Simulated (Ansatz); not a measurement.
# B4C (R-3m, No. 166; cell taken from a computed entry)

All values below come from PBEsol in Ansatz (plane waves, PAW).

Settings: plane-wave cutoff 520 eV, 8×8×8 k mesh, scalar-relativistic PAW data made under PBE.

Cell (relaxed at this level):

```cif
data_C3B12
_chemical_formula_sum 'B12 C3'
_space_group_name_H-M_alt 'P 1'
_space_group_IT_number 1
_cell_length_a 5.16481
_cell_length_b 5.16481
_cell_length_c 5.16481
_cell_angle_alpha 65.878
_cell_angle_beta 65.878
_cell_angle_gamma 65.878
loop_
_space_group_symop_operation_xyz
  'x, y, z'
loop_
_atom_site_label
_atom_site_type_symbol
_atom_site_fract_x
_atom_site_fract_y
_atom_site_fract_z
_atom_site_occupancy
B1 B 0.30923 0.80616 0.80616 1
B2 B 0.69077 0.19384 0.19384 1
B3 B 0.80616 0.30923 0.80616 1
B4 B 0.19384 0.69077 0.19384 1
B5 B 0.80616 0.80616 0.30923 1
B6 B 0.19384 0.19384 0.69077 1
B7 B 0.67035 0.99407 0.99407 1
B8 B 0.32965 0.00593 0.00593 1
B9 B 0.99407 0.67035 0.99407 1
B10 B 0.00593 0.32965 0.00593 1
B11 B 0.99407 0.99407 0.67035 1
B12 B 0.00593 0.00593 0.32965 1
C1 C 0.61037 0.61037 0.61037 1
C2 C 0.38963 0.38963 0.38963 1
C3 C 0.50000 0.50000 0.50000 1
```

```
Property                                         Value
---------------------------------------------  -------
Voigt–Reuss–Hill bulk modulus                  233 GPa
Voigt–Reuss–Hill shear modulus (Hill average)  172 GPa
Young modulus                                  415 GPa
Poisson ratio                                    0.204
```

Note: the relaxation could not lower the start's symmetry, so the cell can be a saddle point above a distorted one.

Elastic constants are with the ions relaxed.

Ansatz is a program for electronic structure.
